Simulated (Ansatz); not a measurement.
# H2O+ (doublet): from Hartree-Fock to the top rungs, def2-TZVPP

An exercise on one series of results from a longer session: the logs are not shown, and one member is left open.

Program: Ansatz 0.2.0, Gaussian basis. Level of theory: def2-TZVPP, core rule «outside noble gas», up to 1 orbitals frozen. These are calculated values, not measurements.

To be run: UHF; ROHF; CCSD(T) on UHF.

2 further runs of the same task are left out: 2 set aside as unsound or not needed.

## What is computed

The geometry is a PBE0/def2-TZVP stationary point (not a proven minimum) of the parent state, kept for this charge and spin.

3 atoms, charge 1, spin multiplicity 2.

Atoms are counted from 1 here; the program's logs count them from 0.

Bond lengths: O1–H2 0.960 Å, O1–H3 0.960 Å. Angles: H2–O1–H3 105.1°.

Geometry (Å):

```xyz
3
H2O
O     0.00000   -0.06532    0.00000
H     0.00000    0.51841   -0.76155
H     0.00000    0.51841    0.76155
```

Set-up of the first run:

Contents of in.yaml:

```yaml
crystal:
  periodic: [false, false, false]
  atoms:
    - {symbol: O, position_ang: [0.000000, -0.065318, 0.000000]}
    - {symbol: H, position_ang: [0.000000, 0.518410, -0.761550]}
    - {symbol: H, position_ang: [0.000000, 0.518410, 0.761550]}
basis:
  gaussian: {orbitals: def2-TZVPP}
total_charge: 1
magnetization: {spin_polarized: true, initial_magnetization: 1}
hamiltonian: {xc: hf}
output: {orbitals: {seedname: orbitals}}
```

Command:

```bash
ansatz run in.yaml --threads 1 --pin off --events-out ev --progress --plain --max-ram 2816MiB --backend cpu
```

Steps of the session up to this table: UHF; ROHF; CCSD(T) on UHF.

One of the session's tables, all rows but one given; the rest of the session is left out.

```
  method  from UCCSD(T) (kcal/mol)
    ROHF                   +138.48
     UHF                   +135.14
    UMP2                         ?
   UCCSD                     +2.86
UCCSD(T)                         0
```

Estimate the missing values for UMP2.

**Answer.** from UCCSD(T) (kcal/mol): +12.79. In the column «from UCCSD(T) (kcal/mol)» it lies between UCCSD (+2.86) and UHF (+135.14).
